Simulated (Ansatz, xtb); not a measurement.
**Two structures of CH3N−**

Structure a is a doublet given by its coordinates and structure b is the doublet with the links of `[CH2][NH-]`. Both are isolated ions in the gas phase, relaxed with B3LYP-D3(BJ)/def2-SVPD; the shapes shown needn't be the lowest conformers.

a (Å):

```xyz
5

C    -0.9687   -0.4966    0.0853
N    -0.2363   -1.2380    1.1126
H    -0.1150   -0.6861    1.9597
H    -0.7617   -1.0740   -0.8555
H     0.6970   -1.6097    0.8635
```

Close contacts (Å): C1–N2 1.46, C1–H4 1.12, N2–H3 1.02, N2–H5 1.04.

b (Å):

```xyz
5

C    -0.0510    0.6516   -0.5783
N     0.9609    0.4624    0.3420
H     1.8553    0.4579   -0.1582
H    -1.0763    0.4524   -0.2114
H     0.0712    0.3297   -1.6398
```

Quicker runs give these differences E(b) − E(a): GFN2-xTB −209.2 kJ/mol; HF/STO-3G −148.3 kJ/mol (at GFN2-xTB geometries); r2SCAN-D4/def2-SVPD −138.4 kJ/mol (at GFN2-xTB geometries).

Estimate E(b) − E(a) at the level CCSD(T)/def2-SVPD + ΔMP2/def2-TZVPPD.

Calculated at CCSD(T)/def2-SVPD + ΔMP2/def2-TZVPPD: E(b) − E(a) = −125.9 kJ/mol, so structure b lies lower.

How the difference moves with the method:

```tsv
level	geometry	E(b) − E(a) (kJ/mol)	departure from the last row (kJ/mol)	job, with rough time for the two
GFN2-xTB	GFN2-xTB	−209.2	−83.3	optimisation, 0.072 s
HF/STO-3G	GFN2-xTB	−148.3	−22.4	single point, 0.12 s
r2SCAN-D4/def2-SVPD	GFN2-xTB	−138.4	−12.5	single point, 2.1 s
B3LYP-D3(BJ)/def2-SVPD	B3LYP-D3(BJ)/def2-SVPD	−132.3	−6.4	optimisation, 16 s
HF/def2-SVPD	B3LYP-D3(BJ)/def2-SVPD	−110.2	+15.7	part of the CCSD(T) run
MP2/def2-SVPD	B3LYP-D3(BJ)/def2-SVPD	−133.5	−7.6	part of the CCSD(T) run
CCSD(T)/def2-SVPD	B3LYP-D3(BJ)/def2-SVPD	−126.4	−0.5	single point
CCSD(T)/def2-SVPD + ΔMP2/def2-TZVPPD	B3LYP-D3(BJ)/def2-SVPD	−125.9		single point, 17 s
```

None of the levels shown reverses the order. The largest departure from CCSD(T)/def2-SVPD + ΔMP2/def2-TZVPPD is that of GFN2-xTB, 83.3 kJ/mol. The last row adds to CCSD(T) the change of the MP2 difference between the two basis sets, here +0.5 kJ/mol.

With harmonic frequencies from B3LYP-D3(BJ)/def2-SVPD (ideal gas, rigid rotor, one conformer each, 400 K, 1 atm): the zero-point term adds +0.3 kJ/mol; ΔH is −126.0 and ΔG −125.1 kJ/mol.

Open shells are spin-unrestricted. The correlated steps freeze 2 core orbitals. Codes used: Ansatz 0.2.0, xtb 6.7.1; the last row on 1 thread of Intel(R) Xeon(R) Platinum 8488C (Sapphire Rapids) on a shared host.
